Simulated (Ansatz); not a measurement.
Ansatz (an electronic-structure program) input (CCSD(T)/aug-cc-pV(D+d)Z):
A basis named .json is the Basis Set Exchange file of that set.

Ansatz 0.2 input:
```yaml
crystal:
  periodic: [false, false, false]
  atoms:
    - {symbol: C, position_ang: [-0.18304254, 0.00476490, 0.95552267]}
    - {symbol: Cl, position_ang: [0.02009756, 1.53307264, -0.21289176]}
    - {symbol: Cl, position_ang: [-0.00577673, -1.53459387, -0.20255081]}
    - {symbol: H, position_ang: [0.85480124, -0.00272854, 1.32938764]}
basis:
  gaussian:
    orbitals: aug-cc-pV_D+d_Z.json
total_charge: -1
magnetization: {spin_polarized: false}
correlation: {method: ccsd_t, electrons: outside_noble_gas}
output: {forces: true}
```

End of the output:

```
cycle   7  -13.37705662 eV  change   -1.3e-4 eV  update   3.5e-4
cycle   8  -13.37710935 eV  change   -5.3e-5 eV  update   1.7e-4
cycle   9  -13.37712138 eV  change   -1.2e-5 eV  update   8.4e-5
cycle  10  -13.37708890 eV  change    3.2e-5 eV  update   3.7e-5
cycle  11  -13.37709968 eV  change   -1.1e-5 eV  update   1.6e-5
cycle  12  -13.37710557 eV  change   -5.9e-6 eV  update   5.9e-6
cycle  13  -13.37710963 eV  change   -4.1e-6 eV  update   2.5e-6
perturbative correction -0.52632168 eV, -0.0193419649 hartree
the calculation of the forces begins
Total energy: -26066.85444026 eV, -957.9392319312 hartree
Atom 0 at    -0.183043     0.004765     0.955523 Å, force    -0.532510     0.004234    -0.076456 eV/Å
Atom 1 at     0.020098     1.533073    -0.212892 Å, force     0.006835     0.009236    -0.058414 eV/Å
Atom 2 at    -0.005777    -1.534594    -0.202551 Å, force     0.006675    -0.009743    -0.058350 eV/Å
Atom 3 at     0.854801    -0.002729     1.329388 Å, force     0.518999    -0.003726     0.193219 eV/Å
Dipole moment:     0.273274    -0.002847    -0.160881 e Å
```

It need not be the lowest isomer of its formula. Whether it binds its extra electron was not tested at this geometry.
